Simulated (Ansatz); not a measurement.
# H3SSi2: the cost of one run

Program: Ansatz 0.2.0. Level of theory: RKS B3LYP-D4/cc-pVDZ. These are calculated values, not measurements.

## 1. Starting point

Bond lengths: Si1–Si2 2.310 Å, Si1–S3 2.116 Å, Si2–S3 2.321 Å, Si1–H4 1.455 Å, Si2–H5 1.460 Å, Si2–H6 1.460 Å. Angles: Si1–Si2–S3 54.4°, Si1–Si2–H5 118.7°, Si1–Si2–H6 118.9°, S3–Si2–H5 112.8°, S3–Si2–H6 112.8°, H5–Si2–H6 120.1°, Si2–Si1–S3 63.1°, Si2–Si1–H4 171.7°, S3–Si1–H4 125.2°, Si1–S3–Si2 62.6°.

Structure file:

```xyz
6

Si   -0.9293   -0.8139   -0.4844
Si    0.8987    0.2928    0.3936
S    -1.1066    1.2793   -0.2334
H    -1.9641   -1.6854   -1.0192
H     2.0032    0.6403   -0.4961
H     1.0981    0.2870    1.8395
```

## 2. Relaxing end A

input.yaml

```yaml
crystal:
  periodic: [false, false, false]
  atoms:
    - { symbol: Si, position_ang: [-0.92925, -0.81393, -0.48442] }
    - { symbol: Si, position_ang: [0.89868, 0.29275, 0.39363] }
    - { symbol: S, position_ang: [-1.10661, 1.27926, -0.23343] }
    - { symbol: H, position_ang: [-1.96409, -1.68537, -1.01923] }
    - { symbol: H, position_ang: [2.00322, 0.64033, -0.49606] }
    - { symbol: H, position_ang: [1.09806, 0.28696, 1.83952] }
total_charge: 1
basis:
  gaussian: { orbitals: cc-pVDZ }
hamiltonian:
  xc: b3lyp
  dispersion: d4
relax:
  f_tol: 0.02
  max_steps: 50
```

Started as:

```console
$ ansatz run input.yaml --threads 1 --pin off --max-ram 2048MiB --backend cpu --events-out ev --progress --plain --runs-dir out
```

**Question.** How long does this run take on 1 thread of Arm Neoverse V1, shared host, and how much memory does it need?

About 12 s, with a peak of 0.14 GiB.
